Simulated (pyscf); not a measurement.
**Four-centre exchange: H₃C–Al [singlet] + ammonia (NH₃) → H₃C–Al [singlet] + ammonia (NH₃)**

Gas phase, singlet surface, charge 0. Bonds broken: C2–H7, H3–N6. Bonds formed: C2–H3, N6–H7. Single points on ωB97X-D3(BJ)/def2-SVP structures (PySCF, gas phase). MP2 and CC: frozen core, UHF for open shells. ΔMP2 is the change of the MP2 total energy from the triple- to the quadruple-zeta basis.

Transition state (Å):

```xyz
9

Al     0.0541    -1.0847     1.9185
C     -1.3900    -0.5947     0.8121
H     -1.2348     0.5175    -0.8881
H     -1.9004    -1.3633     0.1937
H     -2.1285     0.1563     1.1645
N     -0.2789     0.8641    -1.2096
H      0.1447     0.3803    -0.3574
H      0.0247     0.4595    -2.1012
H     -0.1850     1.8847    -1.1877
```

One imaginary mode, 803i cm⁻¹; descent along it reached the two sides named, in the forms told below.

| bond | change | reactant side (Å) | saddle | product side |
|---|---|---|---|---|
| C2–H7 | breaks | 1.108 | 2.162 | 3.9 |
| H3–N6 | breaks | 1.022 | 1.066 | 2.8 |
| C2–H3 | forms | 2.9 | 2.038 | 1.107 |
| N6–H7 | forms | 2.8 | 1.068 | 1.021 |

Electronic energies relative to the separated reactants (kJ/mol):

```csv
level,barrier,reaction energy,reverse barrier
ωB97X-D3(BJ)/def2-TZVP,263.7,0.0,263.7
PBE/def2-TZVP,223.9,0.0,223.9
r²SCAN/def2-TZVP,238.0,0.0,238.0
B3LYP-D3(BJ)/def2-TZVP,246.5,0.0,246.5
PBE0-D3(BJ)/def2-TZVP,237.7,0.0,237.7
M06-2X/def2-TZVP,259.9,0.0,259.9
ωB97M-D3(BJ)/def2-TZVP,258.0,0.0,258.0
HF/def2-TZVP,321.3,0.0,321.3
MP2/def2-QZVPP,248.3,0.0,248.3
CCSD/def2-TZVPP,273.2,0.0,273.2
CCSD(T)/def2-TZVPP,257.6,0.0,257.6
CCSD(T)/def2-TZVPP + ΔMP2(QZVPP),255.7,0.0,255.7
```

With CCSD(T)/def2-TZVPP + ΔMP2(QZVPP) energies and thermal terms (ideal gas, 1 atm, RRHO with modes under 100 cm⁻¹ raised to 100, one conformer, R ln 2 for chiral ones without a mode under 150 cm⁻¹), in kJ/mol:

```
T (K)    ΔH‡    ΔG‡   ΔH   ΔG
-----  -----  -----  ---  ---
298    253.7  287.6  0.0  0.0
600    255.2  321.4  0.0  0.0
900    257.6  354.0  0.0  0.0
1200   260.4  385.7  0.0  0.0
```

On the reactant side the descent ends in an adduct with a Al–N contact (not fully relaxed), 51.8 kJ/mol under the separated species and 315.5 kJ/mol under the saddle at ωB97X-D3(BJ)/def2-TZVP. On the product side the descent ends in an adduct with a Al–N contact (not fully relaxed), 53.7 kJ/mol under the separated species and 317.5 kJ/mol under the saddle at ωB97X-D3(BJ)/def2-TZVP. The same reactants have a lower exit, to H₂N–Al [singlet] + CH₄ (barrier +57.6 kJ/mol at ωB97M-D3(BJ)/def2-TZVP, against +258.0 kJ/mol here). One saddle was located; it need not be the lowest between these sides. The CCSD(T) − MP2 part came from Ansatz, without density fitting, on the same reference.
